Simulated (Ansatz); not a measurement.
# CH₃⁺, triplet: the ladder up to full CI

Geometry: a point of a breathe scan, not a stationary point.

```xyz
4

C     0.0000    0.0000    0.0606
H     0.0000    0.7566   -0.9910
H     0.0000    0.0000    1.2594
H     0.0000   -0.7566   -0.9910
```

Basis cc-pVDZ; Ansatz 0.2.0. Correlated methods freeze the noble-gas cores, which leaves 6 electrons in 28 orbitals. R marks a restricted (for open shells ROHF) determinant, U an unrestricted one. Active spaces: valence = (6e, 7o) chosen from the atoms' valence shells; pair = (4e, 4o) about the gap.

Full CI is exact within this basis and frozen core; it isn't the basis-set limit. The frozen core follows each run's orbitals, which can shift R against U totals by a few meV.

For open shells CISD is restricted-active-space CI with the open shells as a complete middle space.

- UHF ⟨S²⟩: 2.027
- T1 diagnostic (RCCSD): 0.0223
- largest doubles amplitude (RCCSD): 0.050
- T1 diagnostic (UCCSD): 0.0115

```json
{"level": "RHF", "E − E(full CI) (meV)": "3691", "share of correlation (%)": "0.00", "wall time": "–"}
{"level": "UHF", "E − E(full CI) (meV)": "3488", "share of correlation (%)": "5.49", "wall time": "–"}
{"level": "RMP2", "E − E(full CI) (meV)": "743", "share of correlation (%)": "79.88", "wall time": "–"}
{"level": "UMP2", "E − E(full CI) (meV)": "736", "share of correlation (%)": "80.07", "wall time": "–"}
{"level": "CISD", "E − E(full CI) (meV)": "183", "share of correlation (%)": "95.05", "wall time": "0.6 s"}
{"level": "RCCSD", "E − E(full CI) (meV)": "93", "share of correlation (%)": "97.49", "wall time": "–"}
{"level": "UCCSD", "E − E(full CI) (meV)": "88", "share of correlation (%)": "97.60", "wall time": "–"}
{"level": "RCCSD(T)", "E − E(full CI) (meV)": "20", "share of correlation (%)": "99.46", "wall time": "0.72 s"}
{"level": "UCCSD(T)", "E − E(full CI) (meV)": "19", "share of correlation (%)": "99.48", "wall time": "0.66 s"}
{"level": "BCCD(T)", "E − E(full CI) (meV)": "20", "share of correlation (%)": "99.46", "wall time": "0.42 s"}
{"level": "RCCSDT", "E − E(full CI) (meV)": "4", "share of correlation (%)": "99.90", "wall time": "–"}
{"level": "UCCSDT", "E − E(full CI) (meV)": "2", "share of correlation (%)": "99.93", "wall time": "–"}
{"level": "RCCSDT(Q)", "E − E(full CI) (meV)": "0", "share of correlation (%)": "99.99", "wall time": "2.8 s"}
{"level": "UCCSDT(Q)", "E − E(full CI) (meV)": "-1", "share of correlation (%)": "100.02", "wall time": "2.6 s"}
{"level": "CASSCF (pair space)", "E − E(full CI) (meV)": "3084", "share of correlation (%)": "16.43", "wall time": "–"}
{"level": "NEVPT2 (pair space)", "E − E(full CI) (meV)": "671", "share of correlation (%)": "81.82", "wall time": "0.15 s"}
{"level": "MRCISD (pair space)", "E − E(full CI) (meV)": "148", "share of correlation (%)": "95.99", "wall time": "–"}
{"level": "MRCISD+Q (pair space)", "E − E(full CI) (meV)": "-5", "share of correlation (%)": "100.12", "wall time": "0.45 s"}
{"level": "CASSCF (valence space)", "E − E(full CI) (meV)": "1992", "share of correlation (%)": "46.02", "wall time": "–"}
{"level": "NEVPT2 (valence space)", "E − E(full CI) (meV)": "422", "share of correlation (%)": "88.57", "wall time": "0.45 s"}
{"level": "MRCISD (valence space)", "E − E(full CI) (meV)": "65", "share of correlation (%)": "98.25", "wall time": "–"}
{"level": "MRCISD+Q (valence space)", "E − E(full CI) (meV)": "6", "share of correlation (%)": "99.83", "wall time": "0.93 s"}
```

The correlation energy at full CI, counted from RHF, is -3.691 eV. That run took 16 s on 1 thread of Arm Neoverse V1, shared host over 2,665,380 determinants.

Times hold each run's SCF and search for its determinant on a shared host, so for small cases they say little of a method's own cost; they ran on 1 thread of Arm Neoverse V1. Some runs computed forces too.

The full-CI state has the irrep A2 of C2v, in the program's axes.

Natural occupations of full CI about the gap: 1.954 1.945 0.990 0.990 0.038 0.021 0.021 0.007 0.006 0.005; effectively unpaired electrons, Σ n²(2−n)², 2.03.
